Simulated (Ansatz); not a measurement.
The input, for Ansatz 0.2.0:

```yaml
crystal:
  periodic: [false, false, false]
  atoms:
    - {symbol: Ga, position_ang: [0.013171, -0.156916, 2.265045]}
    - {symbol: C, position_ang: [0.060679, 0.048567, 0.264235]}
    - {symbol: O, position_ang: [0.011989, -0.323145, -0.954632]}
    - {symbol: H, position_ang: [-0.085839, 0.431494, -1.574647]}
basis:
  gaussian: {orbitals: cc-pVDZ}
magnetization: {spin_polarized: false, initial_magnetization: 2}
correlation: {method: ccsdt_q, electrons: outside_noble_gas}
```

```sh
$ ansatz run in.yaml --threads 1 --pin off --events-out ev --progress --plain --max-ram 2393MiB
```

Output:

```
1126 factors; integrals over basis functions are off by at most 1.6e-7 eV
mean field evaluation 1: about -55412.6883 eV, gradient 2.0e1 eV
mean field evaluation 2: about -55412.6936 eV, gradient 2.0e1 eV
mean field evaluation 4: about -55414.0392 eV, gradient 3.9e0 eV
mean field evaluation 8: about -55414.1289 eV, gradient 1.7e-1 eV
mean field evaluation 16: about -55414.1048 eV, gradient 9.7e-1 eV
mean field evaluation 32: about -55410.7120 eV, gradient 4.5e0 eV
mean field evaluation 64: about -55410.7739 eV, gradient 1.7e-1 eV
mean field -55414.13006888 eV, -2036.4317189850 hartree, gradient 5.3e-6 eV, S^2 2.000000; 4 other end points of the search recorded, 0 dependent functions left out
mean field evaluation 96: about -55412.6722 eV, gradient 1.5e1 eV
mean field evaluation 128: about -55414.3561 eV, gradient 3.7e-1 eV
16 core orbitals not correlated, not the lowest: weight in the atoms' cores, before any rotation towards them, 0.995 or more for the frozen orbitals, at most 0.003 for the correlated occupied ones
reference -55414.13006888 eV, -2036.4317189850 hartree; 8, 6 occupied and 36, 38 virtual orbitals, 1126 factors
second order -8.79658240 eV of doubles, -0.10682568 eV of singles
cycle   1  -9.27759530 eV  change   -3.7e-1 eV  update   1.1e-1
...
cycle  15  -10.03947964 eV  change   -6.6e-5 eV  update   7.0e-5
cycle  16  -10.03953823 eV  change   -5.9e-5 eV  update   4.8e-5
cycle  17  -10.03953854 eV  change   -3.0e-7 eV  update   3.1e-5
cycle  18  -10.03955492 eV  change   -1.6e-5 eV  update   2.0e-5
cycle  19  -10.03956357 eV  change   -8.7e-6 eV  update   1.4e-5
cycle  20  -10.03956390 eV  change   -3.3e-7 eV  update   9.5e-6
cycle  21  -10.03956253 eV  change    1.4e-6 eV  update   5.5e-6
cycle  22  -10.03956598 eV  change   -3.5e-6 eV  update   3.6e-6
cycle  23  -10.03956904 eV  change   -3.1e-6 eV  update   2.5e-6
cycle  24  -10.03956891 eV  change    1.2e-7 eV  update   1.5e-6
perturbative correction -0.02601600 eV, -0.0009560705 hartree
Total energy: -55424.19565380 eV, -2036.8016224079 hartree
```

Ran on 1 thread of Arm Neoverse V1, shared host: 3.1 min wall, 1 GiB peak host memory.
